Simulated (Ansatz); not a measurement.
Isomers

Structures of SiH3SO (charge +1), closed shell, relaxed at PBE0-D4/def2-TZVP (vibrations not checked; lower isomers may exist, and structures with a doubtful reference or unclear bonds are left out). Computed with Ansatz 0.2.0 (basis: def2-TZVPP); correlated methods freeze the cores. B3LYP uses VWN-RPA correlation.

(1) Rank them by CCSD(T) energy, lowest first, and give each one's height above the lowest. Links in brackets join atoms within 1.22 times the sum of their covalent radii (1.1 for two metals). (To be estimated.)
A.
SiH₃SO ([O][S][SiH3]), total charge +1
```
6
angstrom
O -1.6296 -0.6340 -0.3907
S -0.3256 -0.8888 -0.9688
Si 1.1550 0.5924 -0.0224
H 2.1095 -0.3925 0.5403
H 1.6271 1.2459 -1.2665
H 0.3125 1.3668 0.9048
```
B.
SiH₃SO ([OH][SiH][SH]), total charge +1
```
6
angstrom
O -1.1806 -0.2308 -0.5101
Si 0.1258 -0.2377 0.3626
S 1.1662 -1.9388 0.7682
H -1.6456 -0.9543 -0.9448
H 2.0724 -1.2430 1.4932
H 0.5122 1.0898 0.8476
```
C.
SiH₃SO ([O]1[SiH2][SH]1), total charge +1
```
6
angstrom
Si -0.3246 0.3570 -0.6108
O -0.1592 -1.2446 -0.1601
S -0.0231 -0.5361 1.3572
H -1.6938 0.8363 -0.8294
H 0.8717 0.9901 -1.1793
H 1.3290 -0.4028 1.4224
```
D.
SiH₃SO ([OH2][Si][SH]), total charge +1
```
6
angstrom
O 0.7761 0.7429 0.2300
S -1.1876 -1.0498 -0.8455
Si -0.1850 -0.7350 0.9601
H -1.8621 -2.0931 -0.3180
H 1.4136 1.2310 0.7731
H 0.7311 1.1193 -0.6642
```

(2) Do PBE-D4, r2SCAN-D4, PBE0-D4, B3LYP-D4, wB97M-V, HF, MP2 give the same order? (A judgement: the text doesn't fix the answer.)

No T1 diagnostic of these runs exceeds 0.018. The restricted Hartree–Fock reference is unstable towards an unrestricted one at one or more of these structures.

For scale, one of the runs: CCSD(T)/def2-TZVPP, 157 basis functions, launched by `ansatz run in.yaml --threads 2 --pin off --events-out ev --progress --plain --max-ram 4352MiB`. The run took 17 s on 2 CPU threads of an Arm Neoverse V2 (shared host), with 1 GiB of host memory at its peak.

## Answers

(1) The calculation gives: B (0.0 kJ/mol), D (74.7 kJ/mol), C (223.4 kJ/mol), A (418.6 kJ/mol). Heights count from the lowest.

(2) By the calculation: All do.
